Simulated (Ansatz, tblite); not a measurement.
# The cluster Te3−: rung by rung

One table from this session's results is given with a row withheld; the runs are named, their logs left out.

Computed with Ansatz 0.2.0, Gaussian basis. Level: as each input shows.

Plan: GFN1-xTB, GFN2-xTB, PBE-D4/def2-TZVPD, r2SCAN-D4/def2-TZVPD, revPBE-D4/def2-TZVPD, B97M-V/def2-TZVPD, BHLYP-D4/def2-TZVPD, PBE-QIDH/def2-TZVPD, ωB97X-V/def2-TZVPD, PBE-D4/def2-SVPD, PBE0-D4/def2-SVPD, CCSD(T)/def2-SVPD, MP2/def2-TZVPD, RPA/def2-TZVPD.

1 further run of the same task is left out (set aside as unsound or not needed).

**The geometry**

The geometry is that of the doublet, from an earlier relaxation (PBE0-D4/def2-SVPD). At that level it is the lowest of the isomers that a small search found.

3 atoms, charge -1, spin multiplicity 2.

Bond lengths: Te1–Te3 2.675 Å, Te2–Te3 2.675 Å. Angles: Te1–Te3–Te2 113.8°.

Coordinates:

```xyz
3
charge -1, multiplicity 2
Te    2.1852   -0.5733    0.3897
Te   -1.7040    1.3511   -0.7255
Te   -0.4811   -0.7778    0.3358
```

Te takes a core potential in the def2 sets. No spin-orbit coupling is included. The ion is computed in the gas phase, without counter-ions or solvent.

PBE0-D4/def2-TZVPD was run before; its log isn't repeated, and its numbers join the tables.

Set-up of the first run:

Tight binding, by tblite at 300 K electronic temperature and without a spin-polarisation term:

```python
tblite.interface.Calculator('GFN1-xTB', numbers, positions, charge=-1, uhf=1).singlepoint()
```

Tight binding, by tblite at 300 K electronic temperature and without a spin-polarisation term:

```python
tblite.interface.Calculator('GFN2-xTB', numbers, positions, charge=-1, uhf=1).singlepoint()
```

start.molden holds the orbitals of an earlier run on this state, given as this run's starting guess.

The input, in.yaml:

```yaml
crystal:
  periodic: [false, false, false]
  atoms:
    - {symbol: Te, position_ang: [2.185164, -0.573320, 0.389655]}
    - {symbol: Te, position_ang: [-1.704040, 1.351070, -0.725498]}
    - {symbol: Te, position_ang: [-0.481125, -0.777750, 0.335843]}
basis:
  gaussian: {orbitals: def2-TZVPD, initial_orbitals: start.molden}
total_charge: -1
magnetization: {spin_polarized: true, initial_magnetization: 1}
hamiltonian: {xc: pbe, dispersion: d4}
scf: {omitted_lower_state_checks: [starts]}
output: {orbitals: {seedname: orbitals}}
```

Launch:

```console
$ ansatz run in.yaml --threads 4 --pin off --events-out ev --progress --plain --max-ram 3916MiB
```

Steps of the session up to this table: PBE-D4/def2-TZVPD; r2SCAN-D4/def2-TZVPD; revPBE-D4/def2-TZVPD; B97M-V/def2-TZVPD; BHLYP-D4/def2-TZVPD; PBE-QIDH/def2-TZVPD; ωB97X-V/def2-TZVPD; PBE-D4/def2-SVPD; PBE0-D4/def2-SVPD; CCSD(T)/def2-SVPD; MP2/def2-TZVPD; RPA/def2-TZVPD.

One table of the session follows, with a row left open; its other results are not shown here.

It belongs to the step «Levels side by side». 

| level | HOMO (eV) | LUMO (eV) | gap (eV) |
| --- | --- | --- | --- |
| PBE-D4/def2-SVPD | -0.41 | 0.04 | 0.45 |
| PBE-D4/def2-TZVPD | -0.42 | 0.06 | 0.48 |
| revPBE-D4/def2-TZVPD | -0.39 | 0.12 | 0.51 |
| r2SCAN-D4/def2-TZVPD | -0.66 | 0.07 | 0.73 |
| B97M-V/def2-TZVPD | -0.68 | 0.15 | 0.83 |
| PBE0-D4/def2-SVPD | -1.39 | 0.47 | 1.86 |
| PBE0-D4/def2-TZVPD | -1.39 | 0.51 | 1.90 |
| BHLYP-D4/def2-TZVPD | ? | ? | ? |
| ωB97X-V/def2-TZVPD | -3.29 | 1.92 | 5.21 |

Q: Estimate the row for BHLYP-D4/def2-TZVPD from the others.

**Answer.** HOMO (eV): -2.12; LUMO (eV): 1.07; gap (eV): 3.20. In the column «HOMO (eV)» it lies between ωB97X-V/def2-TZVPD (-3.29) and PBE0-D4/def2-SVPD (-1.39).
